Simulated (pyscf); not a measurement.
Addition across a multiple bond or ene-type step: O=B–OH + SiH₄ -> HO–BH–O–SiH₃

Gas phase, singlet surface, charge 0. Bonds broken: Si5–H6. Bonds formed: B2–H6, O3–Si5. Single points on ωB97X-D3(BJ)/def2-SVP structures (PySCF, gas phase). MP2 and CC: frozen core, UHF for open shells. ΔMP2 is the change of the MP2 total energy from the triple- to the quadruple-zeta basis.

Transition state (Å):

```xyz
9

O     -2.9458    -0.3505     0.7579
B     -1.7501    -0.5941     0.1985
O     -0.9382    -1.4136    -0.2930
H     -3.1291     0.5651     0.9920
Si     0.2949     0.3776    -0.5192
H     -1.0860     0.8095     0.1514
H      1.2294    -0.3322     0.3841
H      0.2134     0.0712    -1.9658
H      0.7768     1.8097    -0.4818
```

One imaginary mode, 422i cm⁻¹; descent along it reached the two sides named.

```csv
bond,change,reactant side (Å),saddle,product side
Si5–H6,breaks,1.500,1.595,3.1
B2–H6,forms,2.6,1.554,1.218
O3–Si5,forms,3.1,2.186,1.670
```

Electronic energies relative to the separated reactants (kcal/mol):

| level | barrier | reaction energy | reverse barrier |
|---|---|---|---|
| ωB97X-D3(BJ)/def2-TZVP | 10.1 | -47.0 | 57.1 |
| PBE/def2-TZVP | 9.2 | -40.6 | 49.8 |
| r²SCAN/def2-TZVP | 8.4 | -45.4 | 53.9 |
| B3LYP-D3(BJ)/def2-TZVP | 12.8 | -43.6 | 56.5 |
| PBE0-D3(BJ)/def2-TZVP | 8.3 | -45.9 | 54.2 |
| M06-2X/def2-TZVP | 10.8 | -48.6 | 59.3 |
| ωB97M-D3(BJ)/def2-TZVP | 11.3 | -44.5 | 55.9 |
| HF/def2-TZVP | 23.0 | -46.3 | 69.3 |
| MP2/def2-QZVPP | 11.9 | -45.4 | 57.3 |
| CCSD/def2-TZVPP | 14.2 | -45.7 | 60.0 |
| CCSD(T)/def2-TZVPP | 12.7 | -45.1 | 57.7 |
| CCSD(T)/def2-TZVPP + ΔMP2(QZVPP) | 12.3 | -45.5 | 57.8 |

With CCSD(T)/def2-TZVPP + ΔMP2(QZVPP) energies and thermal terms (ideal gas, 1 atm, RRHO with modes under 100 cm⁻¹ raised to 100, one conformer, R ln 2 for chiral ones without a mode under 150 cm⁻¹), in kcal/mol:

```tsv
T (K)	ΔH‡	ΔG‡	ΔH	ΔG
298	13.2	23.2	-42.2	-32.9
600	13.4	33.3	-41.9	-23.5
900	13.9	43.1	-41.1	-14.4
1200	14.5	52.8	-40.1	-5.6
```

One saddle was located; it need not be the lowest between these sides. The CCSD(T) − MP2 part came from Ansatz, without density fitting, on the same reference.
